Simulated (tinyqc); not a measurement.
Inside a calculation. Method: Pariser-Parr-Pople SCF with singles CI, for the molecule c1ccccc1 (SMILES; centres numbered as the heavy atoms are written). One step of it, computed by the program tinyqc.

Question. Iteration 2: Fock matrix. F_rr = H_rr + P_rr gamma_rr / 2 + sum_(s != r) P_ss gamma_rs; F_rs = H_rs - P_rs gamma_rs / 2; E = tr P (H + F) / 2 + core repulsion sum_(r<s) z_r z_s gamma_rs.

P after iteration 1:
```
           1C         2C         3C         4C         5C         6C
1C   0.999955   0.666675  -0.000011  -0.333301  -0.000011   0.666675
2C   0.666675   1.000023   0.666650  -0.000011  -0.333350   0.000023
3C  -0.000011   0.666650   1.000023   0.666675   0.000023  -0.333350
4C  -0.333301  -0.000011   0.666675   0.999955   0.666675  -0.000011
5C  -0.000011  -0.333350   0.000023   0.666675   1.000023   0.666650
6C   0.666675   0.000023  -0.333350  -0.000011   0.666650   1.000023
```

core matrix H (eV):
```
            1C          2C          3C          4C          5C          6C
1C  -41.417587   -2.390000    0.000000    0.000000    0.000000   -2.390000
2C   -2.390000  -41.418626   -2.390000    0.000000    0.000000    0.000000
3C    0.000000   -2.390000  -41.418626   -2.390000    0.000000    0.000000
4C    0.000000    0.000000   -2.390000  -41.417587   -2.390000    0.000000
5C    0.000000    0.000000    0.000000   -2.390000  -41.418626   -2.390000
6C   -2.390000    0.000000    0.000000    0.000000   -2.390000  -41.418626
```

repulsion gamma_rs (eV):
```
           1C         2C         3C         4C         5C         6C
1C  11.130000   7.554960   5.239602   4.668463   5.239602   7.554960
2C   7.554960  11.130000   7.553862   5.239602   4.669500   5.240702
3C   5.239602   7.553862  11.130000   7.554960   5.240702   4.669500
4C   4.668463   5.239602   7.554960  11.130000   7.554960   5.239602
5C   5.239602   4.669500   5.240702   7.554960  11.130000   7.553862
6C   7.554960   5.240702   4.669500   5.239602   7.553862  11.130000
```

Centres (angstrom, eV; a flat drawing with bonds scaled to 1.40 angstrom):
```
centre          x          y  core charge z          W   gamma_rr
1C       1.400000   0.000000              1  11.160000  11.130000
2C       0.700000   1.212000              1  11.160000  11.130000
3C      -0.700000   1.212000              1  11.160000  11.130000
4C      -1.400000   0.000000              1  11.160000  11.130000
5C      -0.700000  -1.212000              1  11.160000  11.130000
6C       0.700000  -1.212000              1  11.160000  11.130000
```

Give: F; pi energy.

Answer.

F (eV):
```
        1C      2C      3C      4C      5C      6C
1C  -5.595  -4.908   0.000   0.778   0.000  -4.908
2C  -4.908  -5.595  -4.908   0.000   0.778   0.000
3C   0.000  -4.908  -5.595  -4.908   0.000   0.778
4C   0.778   0.000  -4.908  -5.595  -4.908   0.000
5C   0.000   0.778   0.000  -4.908  -5.595  -4.908
6C  -4.908   0.000   0.778   0.000  -4.908  -5.595
```

pi energy = -80.236 eV
